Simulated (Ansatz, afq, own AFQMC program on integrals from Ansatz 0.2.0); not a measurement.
B$_{2}$, triplet in cc-pVDZ, levels against full CI

```yaml
atoms:
  - { symbol: B, position_ang: [0.0000, 0.0000, 0.0000] }
  - { symbol: B, position_ang: [0.0000, 0.0000, 1.6406] }
```

Basis cc-pVDZ. Only valence electrons are correlated. AFQMC by an in-house program on the Cholesky factors that Ansatz 0.2.0 writes for its CCSD(T) run. The CISD trial takes its coefficients from CCSD amplitudes. Released means that phaseless walkers are propagated on without the constraint, phases kept. ± is one standard error of the sampling.

Determinant: ROHF, the one that the program's search chose, which needn't be the lowest solution. The geometry is a PBE0/def2-TZVP stationary point of this or a neighbouring charge and spin state.

Full CI on the same integrals is exact in this basis and with this determinant's frozen core.

Cautions: a spin-contaminated unrestricted determinant lies lower (UHF 1.51 eV lower, ⟨S²⟩ 2.89); the search met a lower determinant of the same kind, perhaps of another symmetry (578 meV lower), and this one is a saddle point; strong correlation (T1 0.041, weight of the determinant 0.81, largest double 0.29); (T) is large, 8 % of the CCSD correlation.

The T1 diagnostic is 0.0408 and the weight of the determinant in the CISD state is 0.810. The size of the correlated space is 6 electrons in 26 orbitals.

```csv
level,correlation energy (eV)
MP2,-3.8483
CCSD,-4.7017
CCSD(T),-5.0865
```

Estimate where phaseless AFQMC with a CISD trial lies against CCSD(T) on the same integrals.

43.1 ± 3.2 meV above CCSD(T).

Reference: full CI, correlation energy -5.183 eV.

```tsv
level	E − E(reference) (meV)	share of correlation (%)
CCSD(T)	96.2	98.14
CCSDT	46.9	99.09
CCSDT(Q)	9.9	99.81
CCSDTQ	3.3	99.94
ph-AFQMC/HF	707.6 ± 26.5	86.35
ph-AFQMC/CISD	139.2 ± 3.2	97.31
```

CCSDT and higher add their correlation energy to the determinant of the CCSD(T) run, since their own runs factorise the integrals more tightly (a shift of under 2 meV). A walk keeps the symmetry of its determinant, which the program's search chose and which needn't be the lowest solution, so a lower state of the same spin and another symmetry isn't excluded.
